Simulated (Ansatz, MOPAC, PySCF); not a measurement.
Barrier height from HN2 (SMILES [N]=N) to the transition structure HN2, without zero-point energy, on the benchmark's geometries as Psi4's copy of the set gives them.
Transition structure (charge 0, multiplicity 2):
```xyz
3

N      0.000     0.000     0.000
N      1.123     0.000     0.000
H      1.784     1.268     0.000
```
Reactant (charge 0, multiplicity 2):
```csv
atom,x (Å),y (Å),z (Å)
N,0.0000,0.0000,0.0000
N,1.1782,0.0000,0.0000
H,1.6450,0.9366,0.0000
```

Open shells are unrestricted; no spin–orbit coupling.

Cores are frozen in the correlated methods. CBS(a, b) extrapolates the correlation energy as X⁻³ and adds the Hartree–Fock energy of set b. The state that AM1, PM3, PM6, PM7 reach isn't checked; PM7 holds dispersion and hydrogen-bond terms.

Run with Ansatz (Gaussian basis) for Hartree–Fock, density functionals and correlated methods; MOPAC for AM1, PM3, PM6, PM7 (differences of heats of formation); PySCF for the dispersion terms. Values without a source in brackets are computed.

Other levels give for the barrier height: PBE/def2-TZVPPD 8.96; B3LYP/def2-TZVPPD 10.76; B3LYP-D3(BJ)/def2-TZVPPD 10.59; wB97M-V/def2-TZVPPD 11.62; CCSD(T)/CBS(aug-cc-pVTZ, aug-cc-pVQZ) 10.76 kcal/mol.

Common cheap choices:

```csv
level,barrier height (kcal/mol)
AM1,21.27
PM3,18.77
PM6,23.41
PM7,23.12
```

Doubts at one or more of the structures used: a spin-contaminated determinant (CCSD(T)/CBS(aug-cc-pVTZ, aug-cc-pVQZ)).

The set's own value is 10.72 kcal/mol (Zhao et al., NHTBH38), an estimate for the real system.

Ansatz is a quantum-chemistry and plane-wave program.
